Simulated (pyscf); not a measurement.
Single points on ωB97X-D3(BJ)/def2-SVP structures (PySCF, gas phase).

Problem. Estimate the classical barrier height and the reaction energy of :Ge=Se (SMILES [Ge]=[Se]) [singlet] + H₂ (SMILES [H][H]) → H₂Ge=Se (SMILES [GeH2]=[Se]) at ωB97M-D3(BJ)/def2-TZVP. The step runs on the singlet surface, breaks H–H and forms Ge–H, Ge–H; take the separated reactants as zero.

Solution. ΔE‡ = 67.8 kcal/mol, ΔE = +5.7 kcal/mol. Zero-point energy shifts the barrier by +0.1 kcal/mol. It is an insertion, with an imaginary mode of 1579i cm⁻¹. The same reactants have a lower exit, to :HGe–SeH [singlet] (barrier +34.3 kcal/mol at ωB97M-D3(BJ)/def2-TZVP, against +67.8 kcal/mol here). This is the saddle that the search found; another between the same sides may lie lower. Elements up to Kr have no core potential and no relativistic terms here.
